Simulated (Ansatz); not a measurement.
A made-up structure of CH$_{6}$NSi (charge +1), closed shell:

```csv
atom,x (Å),y (Å),z (Å)
C1,0.6342,-0.0659,-0.0946
Si2,-0.7442,0.9245,-0.7368
N3,0.4230,-1.1900,1.0837
H4,-1.9766,0.6020,-0.1094
H5,-0.8572,0.7164,-2.1370
H6,-0.4607,2.3022,-0.5423
H7,1.6342,0.0222,-0.4351
H8,1.1798,-1.7512,1.4539
H9,-0.4653,-1.4020,1.5194
```

It is relaxed with PBE-D4/def2-SVP and then PBE0-D4/def2-TZVP (Ansatz 0.2.0). Atoms count as bonded within 1.22 times the sum of their covalent radii (H–H: 0.88 Å). The end point is not checked to be a true minimum.

Q: Does its bonding change? (A judgement: the text doesn't fix the answer.)

A: Computed: No: no bond forms or breaks.

Where it ends: The first stage lowers the energy by 2.47 eV in 7 steps. It ends as CH₆NSi ([NH2][CH][SiH3]), total charge +1:
```
9
angstrom
C 0.5941 -0.1740 0.0250
Si -0.8044 0.9185 -0.7153
N 0.4246 -1.0490 0.9409
H -2.0290 0.5058 0.0022
H -0.7844 0.5734 -2.1518
H -0.3531 2.2951 -0.4252
H 1.6214 -0.0765 -0.3296
H 1.1889 -1.6097 1.3093
H -0.4909 -1.2255 1.3463
```

Labels in which every atom is bracketed show which atoms are joined, not bond orders.

For scale, one of the runs: PBE0-D4/def2-TZVP relaxation, 135 basis functions, launched by `ansatz run in.yaml --threads 2 --pin off --events-out ev --progress --plain --max-ram 4352MiB`. The run took about 14 s on 2 CPU threads of an Arm Neoverse V2 (shared host).
